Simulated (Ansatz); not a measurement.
Start from `FCOC(F)F` and change one atom or group to get `CCOC(F)F`.

Ansatz, PBE0-D4/def2-TZVP geometries, multiplicity 1. Each molecule was computed in one conformer, which needn't be the lowest.

| property | `FCOC(F)F` |
| --- | --- |
| size of the dipole moment (B3LYP/def2-TZVPP) / D | 1.60 |
| ideal-gas entropy at 298 K and 1 bar (rigid rotor, harmonic PBE0-D4/def2-TZVP) / J/(mol·K) | 328 |
| HOMO energy (PBE0/def2-TZVPP) / eV | -9.90 |
| LUMO energy (PBE/def2-TZVPP) / eV | 0.53 |
| HOMO–LUMO gap (B3LYP/def2-TZVPP) / eV | 10.74 |
| LUMO energy (B3LYP/def2-TZVPP) / eV | 1.08 |

Question: What does the change do to each property? (Best estimate.)

Answer: Ansatz gave: 
```tsv
property	`CCOC(F)F`	shift
size of the dipole moment (B3LYP/def2-TZVPP) / D	2.96	1.36
ideal-gas entropy at 298 K and 1 bar (rigid rotor, harmonic PBE0-D4/def2-TZVP) / J/(mol·K)	340	12
HOMO energy (PBE0/def2-TZVPP) / eV	-8.78	1.12
LUMO energy (PBE/def2-TZVPP) / eV	0.42	-0.11
HOMO–LUMO gap (B3LYP/def2-TZVPP) / eV	9.40	-1.34
LUMO energy (B3LYP/def2-TZVPP) / eV	0.84	-0.24
```

With PBE0 the HOMO rises by 1.12 eV and the LUMO falls by 0.27 eV, so the gap narrows by about 1.39 eV. PBE moves the HOMO by 1.00 eV and ωB97M-V by 1.14 eV. The zero-point energy changes by 91.9 kJ/mol with +9 modes. Dipoles are sizes alone; their direction can turn. Modes under 60 cm⁻¹, often nearly free rotors, make the harmonic entropy too high.

B3LYP here is the variant with VWN-RPA as its local correlation; programs differ in this.
